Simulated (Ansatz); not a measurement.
# Strength of the C–H bond: C4H9 → C4H8 + H

Species: C4H9 (2-butyl radical) `C[CH]CC`, doublet; C4H8 (2-butene) `C/C=C/C`, singlet; H atom, doublet. 

Shapes, held fixed at every level: PBE0-D4/def2-TZVP. Flexible molecules stand in one conformer, not always the lowest. Programs: Ansatz 0.2.0. The zero-point and thermal change to 298 K, harmonic and unscaled (PBE0-D4/def2-TZVP), is -19.2 kJ/mol.

| level | kind | ΔH(298 K) (kJ/mol) | less CCSD(T)/CBS estimate | CPU time (sum over the molecules) |
| --- | --- | --- | --- | --- |
| MP2/def2-TZVPP | perturbation theory | +122.2 | -17.4 | – |
| SPW92/def2-TZVPP | LDA | +156.1 | +16.5 | 13 s |
| PBE-D4/def2-TZVPP | GGA | +139.0 | -0.6 | 23 s |
| r2SCAN0-D4/def2-TZVPP | global hybrid | +168.5 | +28.9 | 50 s |
| wB97X-V/def2-TZVPP | range-separated hybrid | +148.9 | +9.3 | 68 s |
| B2PLYP/def2-TZVPP | double hybrid | +139.1 | -0.5 | 43 s |
| CCSD(T)/def2-TZVPP | coupled cluster or CI | +138.7 | -0.9 | 1.7 h |
| CCSD(T)/CBS estimate | coupled cluster or CI | +139.6 | 0.0 | 1.8 h |

The highest level, CCSD(T)/CBS estimate, gives ΔH(298 K) = +139.6 kJ/mol; the levels span +122.2 to +168.5. A fragment pairs its electrons up again, so this isn't a typical strength of such a bond. The column of differences is taken from that level and isn't an error. No measured value is set beside it here. Open shells run unrestricted. The CBS estimate extrapolates MP2 from def2-TZVPP and def2-QZVPP and adds CCSD(T) − MP2 in the triple-zeta set, cores frozen. Times are processor times on shared x86 and Arm servers, and rough.
